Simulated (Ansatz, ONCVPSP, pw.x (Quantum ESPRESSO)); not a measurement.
# Equation-of-state test of one ONCV potential (boron (B))

B, optimised norm-conserving Vanderbilt (ONCV), made with ONCVPSP 4.0.1.1 (patched build) (PBEsol, scalar-relativistic). Core [He], reference 2s2 2p1. Waves: 2s: rc 1.65 bohr, ncon 3, nbas 6, qcut 5 1/bohr, 2 projectors, debl 1.4 Ha; 2p: rc 1.95 bohr, ncon 4, nbas 7, qcut 3.4 1/bohr, 1 projector. Local part: polynomial inside 1.30 bohr (lpopt 5, dvloc0 0 Ha). Core correction: none.

Crystal test: diamond B in pw.x 7.5, no spin, 11³ k-points, Fermi–Dirac smearing 0.01 Ry, cutoffs 90/360 Ry. The reference is all-electron LAPW (Ansatz 0.2.0) with the same functional, mesh and smearing; V0 and B0 come from Birch–Murnaghan fits to the pressures at five volumes. Errors are pseudo minus all-electron; Δ is the rms difference of the E(V) curves that follow from these fits, minima aligned, over ±6 % about the mean V0. Mesh and smearing are coarse, so the numbers serve the comparison and aren't converged zero-temperature values; the lattice is a test structure that the element need not adopt.

All-electron: a0 = 4.033 Å (V0 = 8.20 Å³/atom), B0 = 182.1 GPa.

Problem. How far does the potential miss the all-electron equation of state?

Solution. mean pressure error (GPa): -4.14; a0 (Å): 4.002; a0 error (%): -0.78; B0 error (%): +0.1; Δ (meV/atom): 7.6. The largest radius (1.95 bohr) exceeds half the bond length (1.65 bohr), so the spheres overlap, which is one possible source of error among others. This is a poor potential for the solid.

```csv
V (Å³/atom),P all-electron (GPa),P pseudo (GPa)
7.786,10.30,5.40
7.991,4.90,0.41
8.196,0.07,-4.04
8.401,-4.24,-8.01
8.606,-8.09,-11.55
```

Problem. At the middle volume, how do free energy and pressure move when the wave cutoff is lowered (ecutrho kept at four times it)?

Solution.

```json
{"cutoff (Ry)": "40", "shift of F (meV/atom)": "+99.8", "shift of P (GPa)": "+1.14"}
{"cutoff (Ry)": "54", "shift of F (meV/atom)": "+80.9", "shift of P (GPa)": "-1.41"}
{"cutoff (Ry)": "72", "shift of F (meV/atom)": "+12.4", "shift of P (GPa)": "-1.96"}
```

Input at the middle volume:

```
&control
  calculation='scf', prefix='x', pseudo_dir='./', outdir='./tmp', tstress=.true., disk_io='none'
/
&system
  ibrav=0, nat=2, ntyp=1, ecutwfc=90, ecutrho=360, nbnd=10,
  occupations='smearing', smearing='fd', degauss=0.01
/
&electrons
  conv_thr=1e-09, mixing_beta=0.4, electron_maxstep=70
/
ATOMIC_SPECIES
B 1.0 B.UPF
CELL_PARAMETERS angstrom
  0.00000000 2.01620173 2.01620173
  2.01620173 0.00000000 2.01620173
  2.01620173 2.01620173 0.00000000
ATOMIC_POSITIONS crystal
B 0.0000 0.0000 0.0000
B 0.2500 0.2500 0.2500
K_POINTS automatic
11 11 11 0 0 0
```

```bash
pw.x < B.scf.in > B.scf.out
```

Lines of the output:

```
Message from routine setup:
     using ibrav=0 with symmetry is DISCOURAGED, use correct ibrav instead
     lattice parameter (alat)  =       5.3883  a.u.
     unit-cell volume          =     110.6187 (a.u.)^3
     number of electrons       =         6.00
     number of Kohn-Sham states=           10
     kinetic-energy cutoff     =      90.0000  Ry
     charge density cutoff     =     360.0000  Ry
     scf convergence threshold =      1.0E-09
     Exchange-correlation= PBESOL
     number of k points=    56  Fermi-Dirac smearing, width (Ry)=  0.0100
     iteration #  1     ecut=    90.00 Ry     beta= 0.40
     total energy              =     -11.19804997 Ry
     estimated scf accuracy    <       0.03825493 Ry
     iteration #  2     ecut=    90.00 Ry     beta= 0.40
     total energy              =     -11.19527120 Ry
     estimated scf accuracy    <       0.01025618 Ry
     iteration #  3     ecut=    90.00 Ry     beta= 0.40
     total energy              =     -11.19601189 Ry
     estimated scf accuracy    <       0.00005022 Ry
     iteration #  4     ecut=    90.00 Ry     beta= 0.40
     total energy              =     -11.19601783 Ry
     estimated scf accuracy    <       0.00000005 Ry
     iteration #  5     ecut=    90.00 Ry     beta= 0.40
     total energy              =     -11.19601787 Ry
     estimated scf accuracy    <       0.00000001 Ry
     iteration #  6     ecut=    90.00 Ry     beta= 0.40
     the Fermi energy is     6.5254 ev
!    total energy              =     -11.19601787 Ry
     estimated scf accuracy    <          3.8E-10 Ry
     smearing contrib. (-TS)   =      -0.00438158 Ry
     The total energy is F=E-TS. E is the sum of the following terms:
     one-electron contribution =       5.14018458 Ry
     hartree contribution      =       0.57969144 Ry
     xc contribution           =      -4.18702324 Ry
     ewald contribution        =     -12.72448907 Ry
     convergence has been achieved in   6 iterations
          total   stress  (Ry/bohr**3)                   (kbar)     P=      -40.39
     Message from routine punch:
     Nothing written, as per user request (disk_io='none')
```

The run at the middle volume (56 k-points, 6 iterations) took about 11 s on one core of a shared host (Intel(R) Xeon(R) Platinum 8259CL CPU @ 2.50GHz, 96 threads, 755 GiB, load 26).
